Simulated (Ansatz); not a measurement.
## HOB, singlet in cc-pVTZ: errors against RCCSDT(Q)

Geometry: displaced at random from a stationary point.

```xyz
3

B    -0.0154   -0.0090    1.1871
O    -0.0163   -0.0252   -0.0961
H     0.0317    0.0342   -1.0910
```

Basis cc-pVTZ; Ansatz 0.2.0. Only valence electrons are correlated (noble-gas cores frozen), which leaves 10 electrons in 72 orbitals. Prefix R: restricted or restricted open-shell reference. Active spaces: valence = (10e, 9o) chosen from the atoms' valence shells.

Full CI isn't at hand for all of this; RCCSDT(Q) serves as the reference, and is uncertain by the last step of the cluster series or more.

```
UHF ⟨S²⟩                          : 0.000
T1 diagnostic (RCCSD)             : 0.0165
largest doubles amplitude (RCCSD) : 0.084
```

```
   level  E − E(RHF) (eV)
    RMP2          -8.6164
   RCCSD          -8.9828
RCCSD(T)          -9.3364
```

(1) Estimate how far RCCSDT(Q) in cc-pVTZ lies from RCCSD(T). The table doesn't fix it; the size of (T) and the diagnostics are the guide.

(1) RCCSDT(Q) in cc-pVTZ lies 0.63 kcal/mol below RCCSD(T), which is 8 % of the (T) step (-8.15 kcal/mol). The diagnostics are small and one determinant leads, so the series closes fast and only a small part of (T) is left.

The other levels:

```csv
level,E − E(RCCSDT(Q)) (kcal/mol),share of correlation (%),wall time
BCCD(T),0.54,99.75,1.8 s
RCCSDT,0.45,99.79,–
CASSCF (valence space),132.21,38.77,–
NEVPT2 (valence space),34.61,83.97,7 s
```

The correlation energy at RCCSDT(Q), counted from RHF, is -9.364 eV. That run took 80 s on 1 thread of Arm Neoverse N1, shared host.

Times hold each run's SCF and search for its determinant on a shared host, so for small cases they say little of a method's own cost; they ran on 1 thread of Arm Neoverse N1.

Natural occupations of CASSCF (valence space) about the gap: 1.999 1.987 1.979 1.975 1.975 0.025 0.025 0.021 0.015; effectively unpaired electrons, Σ n²(2−n)², 0.01.
